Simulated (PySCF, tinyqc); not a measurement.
Worked calculation: G0W0 on RHF in the sto-3g basis, for LiH, spin multiplicity 1. The lowest restricted solution is unstable here: a spin-polarised one lies 0.0124 hartree lower (PySCF). Computed by tinyqc, a small Python program that keeps every step (integrals from PySCF). Settings: charge = 0, multiplicity = 1, basis = sto-3g, method = RHF, energy threshold = 1e-10, iteration cap = 60, orthogonalisation = symmetric, start = core, DIIS depth = 6. Command: `OMP_NUM_THREADS=1 python tinyqc.py 22406 22407 out.jsonl` (the two numbers bound the seeds that draw the settings). One thread of a shared host (Intel(R) Xeon(R) Processor @ 2.60GHz), about 0.08 s of CPU time with the checks. The early iterations of the SCF are left out here.

## One-electron integrals

Geometry (angstrom):
```
atom       x       y       z
Li    0.0000  0.0000  0.0000
H     0.0000  0.0000  2.3170
```

Basis sto-3g: exponents (1/bohr^2) and contraction coefficients of normalised primitives:
```
element  l (shell)  exponent  coefficient
Li           s (1)   16.1196       0.1543
Li           s (1)    2.9362       0.5353
Li           s (1)    0.7947       0.4446
Li           s (2)    0.6363      -0.1000
Li           s (2)    0.1479       0.3995
Li           s (2)    0.0481       0.7001
Li           p (3)    0.6363       0.1559
Li           p (3)    0.1479       0.6077
Li           p (3)    0.0481       0.3920
H            s (1)    3.4253       0.1543
H            s (1)    0.6239       0.5353
H            s (1)    0.1689       0.4446
```

Overlap, kinetic and nuclear-attraction integrals over the contracted functions; the nuclear repulsion is the sum of Za Zb / Rab.

nuclear repulsion = 0.685167 hartree

overlap S, order 1Li 1s, 1Li 2s, 1Li 2px, 1Li 2py, 1Li 2pz, 2H 1s:
```
[[1.0000, 0.2411, 0.0000, 0.0000, 0.0000, 0.0130],
 [0.2411, 1.0000, 0.0000, 0.0000, 0.0000, 0.2314],
 [0.0000, 0.0000, 1.0000, 0.0000, 0.0000, 0.0000],
 [0.0000, 0.0000, 0.0000, 1.0000, 0.0000, 0.0000],
 [0.0000, 0.0000, 0.0000, 0.0000, 1.0000, 0.3410],
 [0.0130, 0.2314, 0.0000, 0.0000, 0.3410, 1.0000]]
```

kinetic energy T (hartree), order 1Li 1s, 1Li 2s, 1Li 2px, 1Li 2py, 1Li 2pz, 2H 1s:
```
[[3.5768, -0.0202, 0.0000, 0.0000, 0.0000, -0.0059],
 [-0.0202, 0.1022, 0.0000, 0.0000, 0.0000, 0.0082],
 [0.0000, 0.0000, 0.3197, 0.0000, 0.0000, 0.0000],
 [0.0000, 0.0000, 0.0000, 0.3197, 0.0000, 0.0000],
 [0.0000, 0.0000, 0.0000, 0.0000, 0.3197, 0.0400],
 [-0.0059, 0.0082, 0.0000, 0.0000, 0.0400, 0.7600]]
```

nuclear attraction V (hartree), order 1Li 1s, 1Li 2s, 1Li 2px, 1Li 2py, 1Li 2pz, 2H 1s:
```
[[-8.2113, -1.0194, 0.0000, 0.0000, -0.0077, -0.0519],
 [-1.0194, -1.4285, 0.0000, 0.0000, -0.0818, -0.3511],
 [0.0000, 0.0000, -1.3987, 0.0000, 0.0000, 0.0000],
 [0.0000, 0.0000, 0.0000, -1.3987, 0.0000, 0.0000],
 [-0.0077, -0.0818, 0.0000, 0.0000, -1.4591, -0.5226],
 [-0.0519, -0.3511, 0.0000, 0.0000, -0.5226, -1.9117]]
```

core Hamiltonian H = T + V (hartree), order 1Li 1s, 1Li 2s, 1Li 2px, 1Li 2py, 1Li 2pz, 2H 1s:
```
[[-4.6345, -1.0397, 0.0000, 0.0000, -0.0077, -0.0579],
 [-1.0397, -1.3264, 0.0000, 0.0000, -0.0818, -0.3429],
 [0.0000, 0.0000, -1.0790, 0.0000, 0.0000, 0.0000],
 [0.0000, 0.0000, 0.0000, -1.0790, 0.0000, 0.0000],
 [-0.0077, -0.0818, 0.0000, 0.0000, -1.1395, -0.4825],
 [-0.0579, -0.3429, 0.0000, 0.0000, -0.4825, -1.1517]]
```

## Two-electron integrals

Functions are numbered as in S; the eight-fold symmetry (ij|kl) = (ji|kl) = (kl|ij) leaves the list below.

Two-electron integrals (ij|kl) in chemists' order, unique and non-zero (hartree):
```
(11|11) 1.6804     (21|11) 0.2654     (21|21) 0.0499     (22|11) 0.3977
(22|21) 0.0929     (22|22) 0.2906     (31|31) 0.0090     (32|31) 0.0138
(32|32) 0.0642     (33|11) 0.3966     (33|21) 0.0929     (33|22) 0.2905
(33|33) 0.3129     (41|41) 0.0090     (42|41) 0.0138     (42|42) 0.0642
(43|43) 0.0169     (44|11) 0.3966     (44|21) 0.0929     (44|22) 0.2905
(44|33) 0.2792     (44|44) 0.3129     (51|51) 0.0090     (52|51) 0.0138
(52|52) 0.0642     (53|53) 0.0169     (54|54) 0.0169     (55|11) 0.3966
(55|21) 0.0929     (55|22) 0.2905     (55|33) 0.2792     (55|44) 0.2792
(55|55) 0.3129     (61|11) 0.0135     (61|21) 0.0026     (61|22) 0.0050
(61|33) 0.0049     (61|44) 0.0049     (61|51) 3.55e-04   (61|52) 0.0007
(61|55) 0.0051     (61|61) 1.50e-04   (62|11) 0.0664     (62|21) 0.0159
(62|22) 0.0574     (62|33) 0.0540     (62|44) 0.0540     (62|51) 0.0024
(62|52) 0.0182     (62|55) 0.0642     (62|61) 0.0010     (62|62) 0.0241
(63|31) 0.0008     (63|32) 0.0048     (63|53) 0.0023     (63|63) 0.0011
(64|41) 0.0008     (64|42) 0.0048     (64|54) 0.0023     (64|64) 0.0011
(65|11) 0.0934     (65|21) 0.0224     (65|22) 0.0830     (65|33) 0.0774
(65|44) 0.0774     (65|51) 0.0037     (65|52) 0.0282     (65|55) 0.0943
(65|61) 0.0015     (65|62) 0.0370     (65|65) 0.0572     (66|11) 0.2284
(66|21) 0.0551     (66|22) 0.2188     (66|33) 0.2012     (66|44) 0.2012
(66|51) 0.0077     (66|52) 0.0771     (66|55) 0.2540     (66|61) 0.0035
(66|62) 0.1227     (66|65) 0.1931     (66|66) 0.7746
```

## Orthogonalisation

S = U s U^T; symmetric (Loewdin) form X = U s^(-1/2) U^T, so that X^T S X = 1.

eigenvalues of S: [0.5652, 0.8082, 1.0000, 1.0000, 1.1826, 1.4440]

X, order 1Li 1s, 1Li 2s, 1Li 2px, 1Li 2py, 1Li 2pz, 2H 1s:
```
[[1.0234, -0.1288, 0.0000, 0.0000, -0.0052, 0.0174],
 [-0.1288, 1.0473, 0.0000, 0.0000, 0.0350, -0.1337],
 [0.0000, 0.0000, 1.0000, 0.0000, 0.0000, 0.0000],
 [0.0000, 0.0000, 0.0000, 1.0000, 0.0000, 0.0000],
 [-0.0052, 0.0350, 0.0000, 0.0000, 1.0500, -0.1916],
 [0.0174, -0.1337, 0.0000, 0.0000, -0.1916, 1.0735]]
```

## Starting guess

The start is the orbitals of the core Hamiltonian; D = 2 C_occ C_occ^T.

D at the start, order 1Li 1s, 1Li 2s, 1Li 2px, 1Li 2py, 1Li 2pz, 2H 1s:
```
[[2.0567, -0.1986, 0.0000, 0.0000, -0.1341, -0.0999],
 [-0.1986, 0.6510, 0.0000, 0.0000, 0.5878, 0.4744],
 [0.0000, 0.0000, 0.0000, 0.0000, 0.0000, 0.0000],
 [0.0000, 0.0000, 0.0000, 0.0000, 0.0000, 0.0000],
 [-0.1341, 0.5878, 0.0000, 0.0000, 0.5317, 0.4293],
 [-0.0999, 0.4744, 0.0000, 0.0000, 0.4293, 0.3467]]
```

## Iteration 8 (converged): orbitals

converged F (hartree), order 1Li 1s, 1Li 2s, 1Li 2px, 1Li 2py, 1Li 2pz, 2H 1s:
```
[[-2.3690, -0.6436, 0.0000, 0.0000, 0.0136, -0.0361],
 [-0.6436, -0.2063, 0.0000, 0.0000, -0.0542, -0.1811],
 [0.0000, 0.0000, 0.1587, 0.0000, 0.0000, 0.0000],
 [0.0000, 0.0000, 0.0000, 0.1587, 0.0000, 0.0000],
 [0.0136, -0.0542, 0.0000, 0.0000, 0.0694, -0.1800],
 [-0.0361, -0.1811, 0.0000, 0.0000, -0.1800, -0.0689]]
```

Diagonalise F' = X^T F X, C = X C', fill 2 alpha and 2 beta electrons from the bottom; D = 2 C_occ C_occ^T. Each column has its largest component positive (the first on a tie).

F' = X^T F X (hartree):
```
[[-2.3154, -0.3608, 0.0000, 0.0000, 0.0109, 0.0259],
 [-0.3608, -0.0460, 0.0000, 0.0000, -0.0006, -0.1809],
 [0.0000, 0.0000, 0.1587, 0.0000, 0.0000, 0.0000],
 [0.0000, 0.0000, 0.0000, 0.1587, 0.0000, 0.0000],
 [0.0109, -0.0006, 0.0000, 0.0000, 0.1446, -0.2118],
 [0.0259, -0.1809, 0.0000, 0.0000, -0.2118, 0.0436]]
```

orbital energies (hartree): [-2.3714, -0.2235, 0.0683, 0.1587, 0.1587, 0.3534]

coefficients C, order 1Li 1s, 1Li 2s, 1Li 2px, 1Li 2py, 1Li 2pz, 2H 1s:
```
[[0.9915, -0.1485, -0.2164, 0.0000, 0.0000, 0.1105],
 [0.0331, 0.5133, 0.8000, 0.0000, 0.0000, -0.4776],
 [0.0000, 0.0000, 0.0000, 0.6712, 0.7413, 0.0000],
 [0.0000, 0.0000, 0.0000, 0.7413, -0.6712, 0.0000],
 [-0.0043, 0.3185, -0.5799, 0.0000, 0.0000, -0.8382],
 [-0.0019, 0.6116, -0.2308, 0.0000, 0.0000, 0.8832]]
```

D after iteration 8, order 1Li 1s, 1Li 2s, 1Li 2px, 1Li 2py, 1Li 2pz, 2H 1s:
```
[[2.0104, -0.0868, 0.0000, 0.0000, -0.1031, -0.1854],
 [-0.0868, 0.5291, 0.0000, 0.0000, 0.3267, 0.6277],
 [0.0000, 0.0000, 0.0000, 0.0000, 0.0000, 0.0000],
 [0.0000, 0.0000, 0.0000, 0.0000, 0.0000, 0.0000],
 [-0.1031, 0.3267, 0.0000, 0.0000, 0.2029, 0.3896],
 [-0.1854, 0.6277, 0.0000, 0.0000, 0.3896, 0.7481]]
```

Within a degenerate level the vectors are fixed only up to a rotation; this is one choice.

## Convergence

Stop when the energy changes by less than 1e-10 hartree and every element of the error matrix X^T (F D S - S D F) X is below 3e-06.

Course of the cycle:
```
iteration  E (hartree)     change  largest element of the error matrix
1            -7.733577          -                             1.75e-01
2            -7.792266  -5.87e-02                             1.63e-02
3            -7.793333  -1.07e-03                             7.11e-03
4            -7.793619  -2.86e-04                             3.32e-03
5            -7.793705  -8.55e-05                             1.35e-04
6            -7.793705  -3.47e-08                             3.80e-05
7            -7.793705  -3.92e-09                             3.58e-07
8            -7.793705  -2.22e-13                             1.41e-08
```

PySCF RHF in the same basis = -7.793705 hartree

Converged in 8 iterations.

## Populations, bond orders and dipole

Mulliken: Z minus the diagonal of D S on the atom; Loewdin: the same with S^(1/2) D S^(1/2); Mayer order: 2 sum_s sum (D(s) S)_ij (D(s) S)_ji over the two atoms.

Charges (e):
```
atom  Mulliken  Loewdin
1Li     0.0238   0.0211
2H     -0.0238  -0.0211
```

Mayer bond orders:
```
pair   order
2-1   0.9994
```

dipole moment about the origin, x y z (debye): [0.0000, 0.0000, -5.1357]

## Integrals over molecular orbitals

(pq|rs) = sum C_ip C_jq C_kr C_ls (ij|kl), one index at a time.

one-electron integrals over orbitals h = C^T H C (hartree):
```
[[-4.6257, 0.0955, 0.1603, 0.0000, 0.0000, -0.0518],
 [0.0955, -1.2583, 0.0070, 0.0000, 0.0000, 0.0570],
 [0.1603, 0.0070, -1.0848, 0.0000, 0.0000, 0.0167],
 [0.0000, 0.0000, 0.0000, -1.0790, 0.0000, 0.0000],
 [0.0000, 0.0000, 0.0000, 0.0000, -1.0790, 0.0000],
 [-0.0518, 0.0570, 0.0167, 0.0000, 0.0000, -1.0200]]
```

Two-electron integrals over orbitals (pq|rs), unique and non-zero (hartree):
```
(11|11) 1.6594      (21|11) -0.0976     (21|21) 0.0099      (22|11) 0.3024
(22|21) 0.0021      (22|22) 0.4400      (31|11) -0.1423     (31|21) 0.0107
(31|22) -0.0102     (31|31) 0.0220      (32|11) 0.0340      (32|21) -0.0025
(32|22) -0.0642     (32|31) -3.70e-04   (32|32) 0.0261      (33|11) 0.3884
(33|21) -0.0084     (33|22) 0.2122      (33|31) 0.0006      (33|32) 0.0165
(33|33) 0.3238      (41|41) 0.0098      (42|41) 0.0073      (42|42) 0.0209
(43|41) 0.0104      (43|42) 0.0209      (43|43) 0.0414      (44|11) 0.3963
(44|21) -0.0035     (44|22) 0.2378      (44|31) -0.0051     (44|32) 0.0171
(44|33) 0.2782      (44|44) 0.3129      (51|51) 0.0098      (52|51) 0.0073
(52|52) 0.0209      (53|51) 0.0104      (53|52) 0.0209      (53|53) 0.0414
(54|54) 0.0169      (55|11) 0.3963      (55|21) -0.0035     (55|22) 0.2378
(55|31) -0.0051     (55|32) 0.0171      (55|33) 0.2782      (55|44) 0.2792
(55|55) 0.3129      (61|11) 0.0671      (61|21) -0.0088     (61|22) -0.0071
(61|31) -0.0044     (61|32) 0.0029      (61|33) 0.0116      (61|44) 0.0016
(61|55) 0.0016      (61|61) 0.0106      (62|11) -0.0853     (62|21) 0.0011
(62|22) 0.1047      (62|31) 0.0046      (62|32) -0.0494     (62|33) -0.0174
(62|44) -0.0413     (62|55) -0.0413     (62|61) 0.0014      (62|62) 0.1320
(63|11) 0.0266      (63|21) -0.0021     (63|22) -0.0618     (63|31) 0.0039
(63|32) 0.0217      (63|33) 0.0371      (63|44) 0.0104      (63|55) 0.0104
(63|61) 0.0047      (63|62) -0.0426     (63|63) 0.0347      (64|41) -0.0056
(64|42) -0.0178     (64|43) -0.0111     (64|64) 0.0187      (65|51) -0.0056
(65|52) -0.0178     (65|53) -0.0111     (65|65) 0.0187      (66|11) 0.3480
(66|21) 4.42e-04    (66|22) 0.4099      (66|31) -0.0103     (66|32) -0.0507
(66|33) 0.2392      (66|44) 0.2552      (66|55) 0.2552      (66|61) -0.0053
(66|62) 0.0867      (66|63) -0.0472     (66|66) 0.4032
```

## Screening: direct RPA

With D = e_a - e_i and K = (ia|jb): diagonalise D^(1/2) (D + 4K) D^(1/2) = Z w^2 Z^T; X + Y = D^(1/2) Z w^(-1/2), each column of Z with its largest component positive (the first on a tie); E_c = (sum w - tr (D + 2K)) / 2.

D^(1/2) (D + 4K) D^(1/2) (hartree^2), order 1>3, 1>4, 1>5, 1>6, 2>3, 2>4, 2>5, 2>6:
```
[[6.1672, 0.0000, 0.0000, -0.0450, -0.0012, 0.0000, 0.0000, 0.0218],
 [0.0000, 6.5005, 0.0000, 0.0000, 0.0000, 0.0287, 0.0000, 0.0000],
 [0.0000, 0.0000, 6.5005, 0.0000, 0.0000, 0.0000, 0.0287, 0.0000],
 [-0.0450, 0.0000, 0.0000, 7.5398, 0.0103, 0.0000, 0.0000, 0.0071],
 [-0.0012, 0.0000, 0.0000, 0.0103, 0.1156, 0.0000, 0.0000, -0.0810],
 [0.0000, 0.0287, 0.0000, 0.0000, 0.0000, 0.1780, 0.0000, 0.0000],
 [0.0000, 0.0000, 0.0287, 0.0000, 0.0000, 0.0000, 0.1780, 0.0000],
 [0.0218, 0.0000, 0.0000, 0.0071, -0.0810, 0.0000, 0.0000, 0.6372]]
```

excitation energies w (hartree): [0.3213, 0.4217, 0.4217, 0.8059, 2.4831, 2.5496, 2.5496, 2.7461]

X + Y, order 1>3, 1>4, 1>5, 1>6, 2>3, 2>4, 2>5, 2>6:
```
[[-0.0010, 0.0000, 0.0000, -0.0069, 0.9907, 0.0000, 0.0000, -0.0308],
 [0.0000, -0.0109, 0.0019, 0.0000, 0.0000, 0.7267, -0.6814, 0.0000],
 [0.0000, -0.0019, -0.0109, 0.0000, 0.0000, 0.6814, 0.7267, 0.0000],
 [-0.0044, 0.0000, 0.0000, -0.0015, 0.0342, 0.0000, 0.0000, 0.9956],
 [0.9421, 0.0000, 0.0000, -0.0903, -0.0001, 0.0000, 0.0000, 0.0004],
 [0.0000, 0.9377, -0.1640, 0.0000, 0.0000, 0.0013, -0.0012, 0.0000],
 [0.0000, 0.1640, 0.9377, 0.0000, 0.0000, 0.0012, 0.0013, 0.0000],
 [0.2010, 0.0000, 0.0000, 0.8365, 0.0019, 0.0000, 0.0000, 0.0004]]
```

RPA correlation energy = -0.031256 hartree

Within a degenerate level the vectors are fixed only up to a rotation; this is one choice.

## G0W0 on Hartree-Fock: HOMO

W(p,q,m) = sqrt2 sum_ia (pq|ia) (X+Y)_ia,m; Sigma_c(x) = sum_(i,m) W^2/(x - e_i + w_m) + sum_(a,m) W^2/(x - e_a - w_m); solve x = e_p + Sigma_c(x) by Newton steps; Z = 1/(1 - dSigma/dx); 1 hartree = 27.211386 eV.

The 12 largest terms at x = e_p (hartree; W for the signs of X + Y given):
```
q  m        W      term
2  4   0.1322    0.0217
6  4   0.1624   -0.0191
2  1  -0.0557    0.0097
3  4  -0.0617   -0.0035
4  2   0.0276   -0.0009
5  3   0.0276   -0.0009
6  1  -0.0283   -0.0009
3  1   0.0207   -0.0007
2  5  -0.0144  8.35e-05
1  5   0.0146  4.61e-05
1  8  -0.0129  3.40e-05
2  8  -0.0095  3.30e-05
```

Newton steps (hartree):
```
step        x  Sigma_c(x)       Z
0     -0.2235      0.0054  0.9272
1     -0.2185      0.0050  0.9281
2     -0.2185      0.0050  0.9281
```

quasiparticle energy of the HOMO = -5.9457 eV

Hartree-Fock value = -6.0810 eV

## G0W0 on Hartree-Fock: LUMO

As before.

The 12 largest terms at x = e_p (hartree; W for the signs of X + Y given):
```
q  m        W       term
2  4  -0.0617     0.0035
6  4  -0.0532    -0.0026
4  2   0.0276    -0.0015
5  3   0.0276    -0.0015
3  1   0.0170    -0.0009
2  1   0.0207     0.0007
3  4  -0.0227    -0.0006
6  1   0.0168  -4.67e-04
1  5   0.0307   1.91e-04
3  8   0.0163  -9.70e-05
5  2   0.0048  -4.54e-05
4  3  -0.0048  -4.54e-05
```

Newton steps (hartree):
```
step       x  Sigma_c(x)       Z
0     0.0683     -0.0036  0.9831
1     0.0648     -0.0035  0.9833
2     0.0648     -0.0035  0.9833
```

quasiparticle energy of the LUMO = 1.7631 eV

Hartree-Fock value = 1.8584 eV
